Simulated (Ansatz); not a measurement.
**C3H2O2: small, medium and large basis sets**

An exercise on one series of results from a longer session: the logs are not shown, and one member is left open.

Method: one geometry, several basis sets; program: Ansatz 0.2.0, Gaussian basis.

The runs, in order: PBE0-D4/def2-SVP; ωB97M-V/def2-SVP; PBE0-D4/def2-QZVPP; ωB97M-V/def2-QZVPP; CCSD(T)/cc-pV(D+d)Z; CCSD(T)/cc-pV(T+d)Z; CCSD(T)/cc-pV(Q+d)Z; the functionals' def2-TZVPP values are taken from earlier runs.

## The relaxed structure

The geometry comes from an earlier relaxation with PBE0-D4 in a triple-zeta def2 set; it is a stationary point, not always the lowest conformer.

SMILES `C#COC=O`, 7 atoms, charge 0, spin multiplicity 1.

Atoms are counted from 1 here; the program's logs count them from 0.

Bond lengths: C1–C2 1.195 Å, C1–H6 1.063 Å, C2–O3 1.307 Å, O3–C4 1.378 Å, C4–O5 1.181 Å, C4–H7 1.096 Å. Angles: C2–C1–H6 179.3°, C1–C2–O3 176.5°, C2–O3–C4 117.9°, O3–C4–O5 125.2°, O3–C4–H7 107.2°, O5–C4–H7 127.7°.

Set-up of the first run:

Contents of in.yaml:

```yaml
crystal:
  periodic: [false, false, false]
  atoms:
    - {symbol: C, position_ang: [-1.078044, -0.019200, 1.585616]}
    - {symbol: C, position_ang: [-0.140368, -0.002997, 0.845367]}
    - {symbol: O, position_ang: [0.933633, 0.016935, 0.099972]}
    - {symbol: C, position_ang: [0.768579, -0.004979, -1.268243]}
    - {symbol: O, position_ang: [-0.270802, -0.040652, -1.827050]}
    - {symbol: H, position_ang: [-1.920435, -0.033940, 2.233875]}
    - {symbol: H, position_ang: [1.768737, 0.016831, -1.715236]}
basis:
  gaussian: {orbitals: def2-SVP}
hamiltonian: {xc: pbe0, dispersion: d4}
output: {orbitals: {seedname: orbitals}}
```

The run is started by

```console
> ansatz run in.yaml --threads 2 --pin off --events-out ev --progress --plain --max-ram 32768MiB --backend cpu
```

Among the steps run: PBE0-D4 in def2-SVP; ωB97M-V in def2-SVP; PBE0-D4 in def2-QZVPP; ωB97M-V in def2-QZVPP.

One table of the session follows, with a row left open; its other results are not shown here.

It belongs to the step «Density functionals: the series». 

```
functional       basis  HOMO (eV)
   PBE0-D4    def2-SVP      -7.85
   PBE0-D4  def2-TZVPP      -7.93
   PBE0-D4  def2-QZVPP      -7.95
   ωB97M-V    def2-SVP     -10.06
   ωB97M-V  def2-TZVPP     -10.16
   ωB97M-V  def2-QZVPP          ?
```

**Question.** Estimate the row for ωB97M-V, def2-QZVPP.

The run gave: HOMO (eV): -10.18. In the column «HOMO (eV)» it is the lowest.
